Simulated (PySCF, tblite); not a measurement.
Bond stretch in O2, triplet.

Levels of theory: GFN2-xTB, 300 K electronic temperature (tblite); UCCSD(T) = PySCF with CCSD(T) on UHF/cc-pVDZ, 2 core orbitals frozen.

Energies relative to the lowest point of each curve near equilibrium, in kJ/mol; the last columns give the difference from UCCSD(T):

```json
[
 {"R / Å": "0.89", "GFN2-xTB": "871.5", "UCCSD(T)": "960.4", "GFN2-xTB − UCCSD(T)": "-88.9"},
 {"R / Å": "0.95", "GFN2-xTB": "481.5", "UCCSD(T)": "531.3", "GFN2-xTB − UCCSD(T)": "-49.8"},
 {"R / Å": "1.01", "GFN2-xTB": "241.3", "UCCSD(T)": "266.5", "GFN2-xTB − UCCSD(T)": "-25.2"},
 {"R / Å": "1.07", "GFN2-xTB": "101.1", "UCCSD(T)": "112.6", "GFN2-xTB − UCCSD(T)": "-11.6"},
 {"R / Å": "1.11", "GFN2-xTB": "46.6", "UCCSD(T)": "53.1", "GFN2-xTB − UCCSD(T)": "-6.5"},
 {"R / Å": "1.17", "GFN2-xTB": "6.1", "UCCSD(T)": "8.5", "GFN2-xTB − UCCSD(T)": "-2.3"},
 {"R / Å": "1.19", "GFN2-xTB": "1.2", "UCCSD(T)": "2.5", "GFN2-xTB − UCCSD(T)": "-1.4"},
 {"R / Å": "1.22", "GFN2-xTB": "0.0", "UCCSD(T)": "0.0", "GFN2-xTB − UCCSD(T)": "0.0"},
 {"R / Å": "1.28", "GFN2-xTB": "15.7", "UCCSD(T)": "14.0", "GFN2-xTB − UCCSD(T)": "1.7"},
 {"R / Å": "1.32", "GFN2-xTB": "36.1", "UCCSD(T)": "32.5", "GFN2-xTB − UCCSD(T)": "3.7"},
 {"R / Å": "1.39", "GFN2-xTB": "85.1", "UCCSD(T)": "74.6", "GFN2-xTB − UCCSD(T)": "10.5"},
 {"R / Å": "1.49", "GFN2-xTB": "172.3", "UCCSD(T)": "144.4", "GFN2-xTB − UCCSD(T)": "28.0"}
]
```

GFN2-xTB is furthest from UCCSD(T) at 0.89 (-88.9 kJ/mol, below); its mean absolute difference over the points is 19.1 kJ/mol.

The scan ran from 0.89 to 4.81 Å; beyond the distances shown one of the unrestricted levels run for this scan, shown here or not, changes its spin distribution in one step.
